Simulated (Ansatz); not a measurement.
# Si₂F (quartet): wave-function methods side by side, cc-pVDZ

An exercise on one series of results from a longer session: the logs are not shown, and one member is left open.

Method: cc-pVDZ, core rule «outside noble gas», up to 11 orbitals frozen; program: Ansatz 0.2.0, Gaussian basis.

The runs, in order: UHF; CCSD(T) on ROHF; CCSD(T) on UHF; BCCD(T) on ROHF; CISD; CCSDT(Q) on ROHF; CCSDT(Q) on UHF.

29 further runs of the same task are left out: 8 for a known fault of the program, 7 that didn't finish, 14 set aside as unsound or not needed.

## What is computed

The geometry is a PBE0/def2-TZVP stationary point (not a proven minimum) of the parent state, kept for this charge and spin.

3 atoms, charge 0, spin multiplicity 4.

Atoms are counted from 1 here; the program's logs count them from 0.

Bond lengths: F1–Si2 1.592 Å, Si2–Si3 2.130 Å. Angles: F1–Si2–Si3 180.0°.

Set-up of the first run:

in.yaml reads:

```yaml
crystal:
  periodic: [false, false, false]
  atoms:
    - {symbol: F, position_ang: [0.000000, 0.000000, -1.771600]}
    - {symbol: Si, position_ang: [0.000000, 0.000000, -0.179400]}
    - {symbol: Si, position_ang: [0.000000, 0.000000, 1.951000]}
basis:
  gaussian: {orbitals: cc-pVDZ}
magnetization: {spin_polarized: true, initial_magnetization: 3}
hamiltonian: {xc: hf}
output: {orbitals: {seedname: orbitals}}
```

Started as:

```console
$ ansatz run in.yaml --threads 1 --pin off --events-out ev --progress --plain --max-ram 2393MiB
```

Steps of the session up to this table: UHF; CCSD(T) on ROHF; CCSD(T) on UHF; BCCD(T) on ROHF; CISD; CCSDT(Q) on ROHF; CCSDT(Q) on UHF.

One table of the session follows, with a row left open; its other results are not shown here.

It belongs to the step «Misses and costs». 

```
   method  from UCCSDT(Q) (meV)
     ROHF                     ?
      UHF               +9925.7
     RMP2               +1103.7
     UMP2               +1142.4
     CISD               +1413.4
    RCCSD                +396.6
    UCCSD                +395.3
 RCCSD(T)                 +79.9
 UCCSD(T)                 +81.1
  BCCD(T)                 +72.8
   RCCSDT                 +34.6
   UCCSDT                 +34.4
RCCSDT(Q)                  +4.0
UCCSDT(Q)                     0
```

**Question.** Estimate the row for ROHF.

The run gave: from UCCSDT(Q) (meV): +10037.3. In the column «from UCCSDT(Q) (meV)» it is the highest.

To keep in mind: Restricted and unrestricted rows rest on different reference determinants; where their highest levels disagree by more than a few hundredths of an eV, they describe different states and don't form one ladder.
